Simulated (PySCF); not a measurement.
# Aluminium: a sound run and one with changed settings

Sound run: Al [Ne] 3s2 3p1, Al⁺ [Ne] 3s2. Computed with PySCF 2.14 in cc-pVTZ-DK (5s4p2d1f, 34 functions), with the spin-free X2C one-electron Hamiltonian (Gaussian nucleus). The sound run starts from symmetry-adapted Hartree-Fock orbitals and uses a fine grid where one is needed.

Changed run: 14 angular points. This setting is unsound on purpose.

| species | method | sound run (hartree) | changed run (hartree) | converged |
| --- | --- | --- | --- | --- |
| Al | UHF | -242.31440 | -242.31440 | yes |
| Al | M06-L | -242.78424 | -242.78510 | yes |
| Al | M06-2X | -242.79038 | -242.79136 | yes |
| Al⁺ | UHF | -242.10908 | -242.10908 | yes |
| Al⁺ | M06-L | -242.56971 | -242.56971 | yes |
| Al⁺ | M06-2X | -242.57935 | -242.57935 | yes |

Ionisation energy of Al:

```tsv
method	sound run (eV)	changed run (eV)
UHF	5.587	5.587
M06-L	5.837	5.861
M06-2X	5.743	5.769
```

A coarse angular grid integrates products of high-l functions wrongly, so density functionals can shift, and the SCF can exploit the error; Hartree-Fock and MP2 need no grid.

For comparison, NIST gives 5.986 eV between the lowest levels.
